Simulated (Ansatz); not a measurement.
What a trial cell of Cl relaxes into

These are results of Ansatz, DFT PBEsol, scalar-relativistic, plane waves, PAW, not measurements. Cutoff 420 eV, Γ-centred k mesh, Gaussian smearing, no spin polarisation in the final step.

The start puts Cl on the simple hexagonal structure type (P6/mmm, No. 191), at a guessed volume.

```xyz
1
Lattice="3.2936 0.0000 0.0000 -1.6468 2.8524 0.0000 0.0000 0.0000 3.0775" Properties=species:S:1:pos:R:3 pbc="T T T"
Cl    0.0000    0.0000    0.0000
```

Steps on the 6×6×6 mesh (1 atom). 12 of 17 steps are shown, and the free energy counts from the last. Trial steps that were taken back and renewals of the plane-wave basis can be among the rows.

```tsv
step	ΔF (meV/atom)	V (Å³/atom)	P (GPa)
1	696.9	28.91	-6.33
2	571.9	25.87	-5.94
4	422.3	21.26	-1.35
5	350.4	20.35	0.94
7	202.4	19.40	9.49
8	99.0	21.70	3.59
10	19.5	25.84	0.84
11	11.0	27.40	0.35
13	4.7	28.60	0.31
14	1.8	30.07	0.14
16	0.3	32.45	0.01
17	0.0	32.45	0.03
```

Steps on the 9×9×12 mesh (1 atom). 7 of 7 steps are shown, and the free energy counts from the last.

```csv
step,ΔF (meV/atom),V (Å³/atom),P (GPa)
1,21.8,32.45,1.21
2,14.5,32.24,0.36
3,10.3,31.36,-0.41
4,6.7,29.86,-0.35
5,0.4,26.85,-0.08
6,-0.1,26.17,-0.03
7,0.0,26.17,-0.03
```

Steps on the 18×18×24 mesh (1 atom). 5 of 6 steps are shown, and the free energy counts from the last.

```
step  ΔF (meV/atom) V (Å³/atom) P (GPa)
   1            7.8        26.17     0.80
   2            3.4        25.84     0.30
   3            0.2        24.69    -0.31
   4            0.0        24.56    -0.05
   6            0.0        24.58     0.00
```

A final relaxation ran on a 18×18×24 mesh. The relaxed crystal, P6/mmm (No. 191):

```cif
data_structure
_symmetry_space_group_name_H-M 'P6/mmm'
_symmetry_Int_Tables_number 191
_cell_length_a 3.5212
_cell_length_b 3.5212
_cell_length_c 2.2895
_cell_angle_alpha 90.000
_cell_angle_beta 90.000
_cell_angle_gamma 120.000
_cell_volume 24.58
loop_
_atom_site_label
_atom_site_type_symbol
_atom_site_symmetry_multiplicity
_atom_site_Wyckoff_symbol
_atom_site_fract_x
_atom_site_fract_y
_atom_site_fract_z
_atom_site_occupancy
Cl1 Cl 1 a 0.00000 0.00000 0.00000 1
```

```
Volume per atom                    : 24.6 Å³
Density                            : 2.4 g/cm³
Energy over the standard structure : 0.06 eV/atom
Gap on the 18×18×24 mesh           : 0 eV (a metal)
```

Energies count from the standard state of Cl at the same level (the diatomic molecule).

The final run used a 18×18×24 mesh on its 1-atom cell and 0.10 eV smearing. The k mesh leaves about 4 meV/atom of noise in metals. No dispersion correction is applied, so the spacing between layers, chains or molecules is poorly fixed, and with it the volume and density.

Symmetry constrained the relaxation, so the result can be a saddle point.